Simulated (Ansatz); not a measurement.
`BF` + `[NH2][AlH2]` → `B[NH][AlH2]` + H–F at 298.15 K and 1 bar (ligand exchange at a B–F bond).

Isolated molecules relaxed with PBE0-D4/def2-TZVP in Ansatz; ΔE leaves out vibrations. CCSD(T)/CBS is the MP2 limit (def2-TZVPP, def2-QZVPP) plus CCSD(T) − MP2 in def2-TZVPP, frozen cores. This one scheme is used for every species.

| species | CCSD(T)/CBS energy (Eh) | H − E (kJ/mol) | S (J/(mol·K)) |
| --- | --- | --- | --- |
| `BF` | -125.82039 | 69.3 | 222.5 |
| `[NH2][AlH2]` | -299.14566 | 115.0 | 251.7 |
| `B[NH][AlH2]` | -324.56557 | 151.1 | 289.3 |
| H–F | -100.39570 | 33.5 | 173.6 |

H − E and S are ideal-gas, rigid-rotor, harmonic terms from PBE0-D4/def2-TZVP. 1 Eh = 2625.50 kJ/mol, R = 8.31446 J/(mol·K).

Question: By hand: ΔE, ΔH, ΔS and ΔG.

Answer: ΔE = (-324.56557) + (-100.39570) − (-125.82039) − (-299.14566) = 0.00478 Eh = 12.5 kJ/mol. Δ(H − E) = 151.1 + 33.5 − 69.3 − 115.0 = 0.3, so ΔH = 12.8 kJ/mol. ΔS = 289.3 + 173.6 − 222.5 − 251.7 = -11.3 J/(mol·K). ΔG = 12.8 − 298.15 × (-11.3)/1000 = 16.2 kJ/mol.

Question: By hand: the equilibrium constant, and the temperature at which ΔG would vanish if ΔH and ΔS stayed fixed.

Answer: log₁₀ K = −ΔG/(RT ln 10) = -2.8. ΔH and −TΔS have one sign here, so there is no such temperature.

The number of gas molecules stays the same, so ΔS is small and ΔH decides. A doubt of 5 kJ/mol in ΔE shifts log₁₀ K by 0.9 here. These are equilibria of isolated gas molecules and say nothing of rates. Largest T1 diagnostic: 0.013 (customary marks: 0.02 for closed shells, 0.045 for open ones).
